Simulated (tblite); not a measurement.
Record of a relaxation.

C5H6Cl (doublet state).
Numbering: `[H]/[C:1]=[CH:2]\[CH2:3]/[CH:4]=[CH:5]\[Cl:6]` (hydrogens: H7 on C1; H8 on C2; H9, H10 on C3; H11 on C4; H12 on C5)
Bond orders are those of one Lewis drawing.

Computed with GFN2-xTB (tblite), gas phase: L-BFGS steps from a force-field or distance-geometry start until the largest atomic force falls under 0.01 eV/Å. 13 of its 70 geometries are shown.

Step 0: E = -493.7935 eV, largest atomic force 1.697 eV/Å
```
atom  x, y, z in Å  |  force x, y, z in eV/Å
C1     -2.502   -0.418   -0.194    0.118   0.094  -0.066
C2     -1.395    0.223   -0.399   -1.367  -0.915   0.417
C3     -0.241    0.274    0.587    0.231   0.315   0.305
C4      0.933   -0.489    0.069    0.220  -0.320   0.104
C5      2.135   -0.016   -0.246   -0.225  -0.420  -0.152
Cl6     2.592    1.631   -0.188   -0.045   0.298   0.087
H7     -3.429   -0.930   -0.037    0.651   0.338  -0.073
H8     -1.253    0.763   -1.320    0.349   0.283  -0.281
H9     -0.545   -0.147    1.552   -0.081  -0.127  -0.213
H10    -0.011    1.327    0.775    0.243  -0.055  -0.184
H11     0.777   -1.572   -0.018    0.077   0.497  -0.013
H12     2.941   -0.646   -0.607   -0.171   0.011   0.068
```

Step 6: E = -493.8522 eV, largest atomic force 0.162 eV/Å
```
atom  x, y, z in Å  |  force x, y, z in eV/Å
C1     -2.514   -0.421   -0.202   -0.132  -0.035  -0.069
C2     -1.417    0.205   -0.393    0.074   0.014   0.049
C3     -0.237    0.281    0.594    0.045  -0.003   0.036
C4      0.935   -0.487    0.089   -0.091  -0.108  -0.079
C5      2.122   -0.020   -0.262    0.080   0.035   0.008
Cl6     2.574    1.643   -0.176   -0.043   0.015   0.011
H7     -3.419   -0.930   -0.030    0.123   0.028   0.041
H8     -1.215    0.768   -1.306    0.066   0.013  -0.032
H9     -0.556   -0.162    1.538   -0.020   0.063   0.041
H10     0.024    1.330    0.747   -0.003  -0.047  -0.017
H11     0.777   -1.552   -0.020   -0.014  -0.030   0.019
H12     2.927   -0.655   -0.606   -0.086   0.055  -0.009
```

Step 12: E = -493.8854 eV, largest atomic force 0.503 eV/Å
```
atom  x, y, z in Å  |  force x, y, z in eV/Å
C1     -2.535   -0.378   -0.324   -0.113   0.005  -0.107
C2     -1.397    0.206   -0.384   -0.043   0.020  -0.219
C3     -0.230    0.260    0.614   -0.280   0.091  -0.038
C4      0.906   -0.522    0.065    0.014   0.017   0.503
C5      2.085   -0.007   -0.254   -0.052  -0.146  -0.162
Cl6     2.502    1.666   -0.148   -0.063  -0.140   0.006
H7     -3.344   -0.949    0.056    0.287   0.084   0.144
H8     -1.115    0.758   -1.281   -0.078   0.020  -0.072
H9     -0.576   -0.118    1.577    0.125  -0.099  -0.007
H10     0.072    1.303    0.707   -0.063   0.022   0.132
H11     0.760   -1.592   -0.016    0.046   0.098  -0.102
H12     2.873   -0.628   -0.638    0.220   0.028  -0.077
```

Step 17: E = -493.9393 eV, largest atomic force 0.826 eV/Å
```
atom  x, y, z in Å  |  force x, y, z in eV/Å
C1     -2.551   -0.352   -0.397    0.717   0.389  -0.127
C2     -1.392    0.213   -0.425   -0.164  -0.043  -0.092
C3     -0.251    0.259    0.626   -0.086  -0.158  -0.170
C4      0.909   -0.535    0.121   -0.188   0.142  -0.134
C5      2.068   -0.029   -0.272   -0.026   0.008   0.100
Cl6     2.461    1.636   -0.142    0.072   0.257  -0.009
H7     -3.242   -0.938    0.137   -0.127  -0.184   0.282
H8     -1.100    0.772   -1.319   -0.012  -0.101   0.175
H9     -0.582   -0.129    1.591   -0.141  -0.057  -0.125
H10     0.042    1.301    0.737   -0.024   0.050   0.066
H11     0.753   -1.591   -0.021   -0.052  -0.148   0.084
H12     2.885   -0.609   -0.661    0.030  -0.155  -0.049
```

Step 23: E = -493.9853 eV, largest atomic force 0.141 eV/Å
```
atom  x, y, z in Å  |  force x, y, z in eV/Å
C1     -2.508   -0.336   -0.404   -0.106  -0.058   0.029
C2     -1.360    0.237   -0.477   -0.060   0.067  -0.032
C3     -0.271    0.254    0.611    0.018  -0.023  -0.038
C4      0.896   -0.525    0.116   -0.031  -0.022  -0.017
C5      2.064   -0.033   -0.271   -0.057   0.061   0.034
Cl6     2.445    1.648   -0.148    0.069  -0.054  -0.065
H7     -3.108   -0.920    0.255    0.070   0.021  -0.017
H8     -1.073    0.794   -1.362    0.056  -0.028   0.009
H9     -0.668   -0.196    1.522   -0.002   0.025  -0.025
H10    -0.013    1.298    0.790    0.077  -0.047   0.061
H11     0.729   -1.588    0.013    0.046  -0.030  -0.012
H12     2.869   -0.634   -0.671   -0.081   0.088   0.074
```

Step 29: E = -493.9917 eV, largest atomic force 0.052 eV/Å
```
atom  x, y, z in Å  |  force x, y, z in eV/Å
C1     -2.509   -0.333   -0.407   -0.047  -0.005  -0.015
C2     -1.365    0.249   -0.486    0.038  -0.004   0.036
C3     -0.280    0.250    0.608    0.001   0.017   0.018
C4      0.884   -0.528    0.112    0.007  -0.007   0.024
C5      2.050   -0.024   -0.267    0.005  -0.018  -0.010
Cl6     2.450    1.649   -0.162   -0.013   0.026  -0.020
H7     -3.080   -0.918    0.274    0.005   0.008  -0.002
H8     -1.057    0.792   -1.370   -0.015   0.011  -0.017
H9     -0.685   -0.202    1.514   -0.004   0.004  -0.026
H10     0.001    1.285    0.804   -0.003  -0.031   0.012
H11     0.736   -1.595    0.013    0.011   0.018  -0.014
H12     2.855   -0.624   -0.658    0.016  -0.019   0.014
```

Step 34: E = -493.9924 eV, largest atomic force 0.021 eV/Å
```
atom  x, y, z in Å  |  force x, y, z in eV/Å
C1     -2.510   -0.330   -0.408    0.011   0.011   0.001
C2     -1.365    0.250   -0.486   -0.013  -0.001  -0.012
C3     -0.280    0.249    0.609   -0.004  -0.008  -0.007
C4      0.887   -0.527    0.115    0.000   0.001  -0.010
C5      2.051   -0.024   -0.268    0.005   0.001   0.010
Cl6     2.450    1.651   -0.173   -0.013  -0.006  -0.016
H7     -3.076   -0.916    0.276   -0.013  -0.001   0.003
H8     -1.063    0.793   -1.374    0.014   0.011   0.012
H9     -0.692   -0.207    1.509    0.008  -0.014   0.008
H10     0.001    1.281    0.814   -0.004   0.008  -0.002
H11     0.740   -1.593    0.011    0.003  -0.009   0.010
H12     2.858   -0.629   -0.650    0.007   0.006   0.005
```

Step 40: E = -493.9930 eV, largest atomic force 0.031 eV/Å
```
atom  x, y, z in Å  |  force x, y, z in eV/Å
C1     -2.515   -0.323   -0.408    0.010   0.007   0.000
C2     -1.367    0.252   -0.486    0.004   0.009   0.011
C3     -0.281    0.244    0.607    0.005  -0.012   0.002
C4      0.889   -0.529    0.113    0.007  -0.007   0.009
C5      2.055   -0.025   -0.264   -0.013   0.010  -0.026
Cl6     2.440    1.654   -0.196   -0.001   0.005   0.005
H7     -3.084   -0.911    0.273    0.011   0.016  -0.016
H8     -1.061    0.803   -1.367   -0.014  -0.008   0.002
H9     -0.689   -0.218    1.506   -0.001  -0.006  -0.001
H10    -0.002    1.277    0.819   -0.002  -0.011  -0.011
H11     0.748   -1.596    0.015   -0.001  -0.008   0.021
H12     2.867   -0.629   -0.637   -0.005   0.007   0.003
```

Step 46: E = -493.9936 eV, largest atomic force 0.026 eV/Å
```
atom  x, y, z in Å  |  force x, y, z in eV/Å
C1     -2.516   -0.313   -0.412   -0.015  -0.008   0.005
C2     -1.366    0.256   -0.485    0.018  -0.002   0.001
C3     -0.280    0.236    0.607    0.001   0.012   0.011
C4      0.892   -0.534    0.115   -0.008  -0.002   0.013
C5      2.053   -0.022   -0.270   -0.002  -0.017   0.008
Cl6     2.425    1.659   -0.214   -0.009   0.004  -0.001
H7     -3.086   -0.902    0.269   -0.013  -0.002  -0.003
H8     -1.059    0.810   -1.362    0.007   0.010  -0.023
H9     -0.688   -0.230    1.505   -0.004   0.008  -0.012
H10    -0.002    1.268    0.820    0.006  -0.013   0.015
H11     0.757   -1.603    0.030    0.018   0.008   0.009
H12     2.872   -0.625   -0.628    0.000   0.004  -0.024
```

Step 52: E = -493.9944 eV, largest atomic force 0.034 eV/Å
```
atom  x, y, z in Å  |  force x, y, z in eV/Å
C1     -2.517   -0.296   -0.416    0.024   0.003  -0.005
C2     -1.360    0.261   -0.489   -0.015   0.001  -0.001
C3     -0.279    0.224    0.610   -0.004  -0.007   0.001
C4      0.897   -0.544    0.126    0.009   0.004  -0.004
C5      2.049   -0.023   -0.275    0.006   0.014  -0.001
Cl6     2.392    1.667   -0.245    0.001  -0.004  -0.014
H7     -3.091   -0.885    0.260   -0.002   0.007  -0.010
H8     -1.051    0.823   -1.362    0.016  -0.021   0.021
H9     -0.698   -0.248    1.498   -0.014  -0.008   0.019
H10     0.003    1.252    0.836   -0.007   0.023   0.009
H11     0.781   -1.616    0.065   -0.009  -0.011  -0.008
H12     2.875   -0.615   -0.634   -0.004  -0.001  -0.007
```

Step 58: E = -493.9956 eV, largest atomic force 0.065 eV/Å
```
atom  x, y, z in Å  |  force x, y, z in eV/Å
C1     -2.512   -0.277   -0.431    0.016   0.015  -0.007
C2     -1.347    0.264   -0.483    0.035  -0.022   0.005
C3     -0.278    0.208    0.628    0.012  -0.007   0.003
C4      0.904   -0.555    0.143   -0.014   0.025   0.012
C5      2.040   -0.019   -0.285   -0.035  -0.009  -0.016
Cl6     2.347    1.677   -0.299    0.003  -0.007  -0.003
H7     -3.108   -0.856    0.233   -0.020  -0.014   0.008
H8     -1.013    0.821   -1.348    0.010   0.008  -0.028
H9     -0.714   -0.269    1.506    0.052   0.014  -0.021
H10     0.004    1.237    0.862   -0.018  -0.058   0.023
H11     0.806   -1.632    0.101   -0.011   0.058   0.008
H12     2.872   -0.599   -0.653   -0.031  -0.003   0.017
```

Step 63: E = -493.9981 eV, largest atomic force 0.045 eV/Å
```
atom  x, y, z in Å  |  force x, y, z in eV/Å
C1     -2.494   -0.236   -0.457   -0.008  -0.001  -0.011
C2     -1.310    0.265   -0.482   -0.036   0.027   0.002
C3     -0.278    0.176    0.660   -0.010   0.018  -0.002
C4      0.915   -0.565    0.180    0.008   0.009  -0.025
C5      2.014   -0.010   -0.315    0.013   0.013   0.012
Cl6     2.263    1.694   -0.412   -0.018  -0.009   0.008
H7     -3.127   -0.798    0.189    0.021   0.007  -0.021
H8     -0.937    0.821   -1.334   -0.005  -0.030   0.004
H9     -0.737   -0.324    1.511    0.020  -0.034   0.017
H10    -0.010    1.196    0.935    0.012   0.038   0.012
H11     0.847   -1.643    0.177    0.015  -0.009   0.013
H12     2.856   -0.576   -0.679   -0.012  -0.028  -0.008
```

Step 69: E = -493.9990 eV, largest atomic force 0.008 eV/Å
```
atom  x, y, z in Å  |  force x, y, z in eV/Å
C1     -2.489   -0.220   -0.470    0.002   0.002  -0.003
C2     -1.301    0.269   -0.477    0.002   0.000   0.005
C3     -0.277    0.168    0.674    0.000   0.002   0.002
C4      0.919   -0.567    0.191   -0.001   0.000  -0.002
C5      2.006   -0.007   -0.324   -0.006  -0.003  -0.002
Cl6     2.225    1.698   -0.452    0.001  -0.007   0.000
H7     -3.139   -0.776    0.163    0.000  -0.004   0.001
H8     -0.910    0.814   -1.326   -0.001   0.002   0.002
H9     -0.736   -0.348    1.517    0.000   0.002  -0.006
H10    -0.012    1.186    0.962   -0.003  -0.001   0.000
H11     0.868   -1.647    0.210    0.006   0.005   0.002
H12     2.847   -0.572   -0.693    0.000   0.002   0.001
```

Question: Summarise the path.

Answer: The energy falls by 19.82 kJ/mol from step 0 to step 69; nine tenths of that is first reached at step 22. It falls at every step. The largest force goes from 1.697 to 0.008 eV/Å. Among the bonds C2–C3 changes most, from 1.519 to 1.544 Å; the atoms move by 0.273 Å rms after alignment.

What follows is the cost of the whole relaxation. Hardware: one thread, Arm Neoverse V2 (aarch64), shared host with 96 logical CPUs at a one-minute load of 57. Cost: 0.27 s wall.
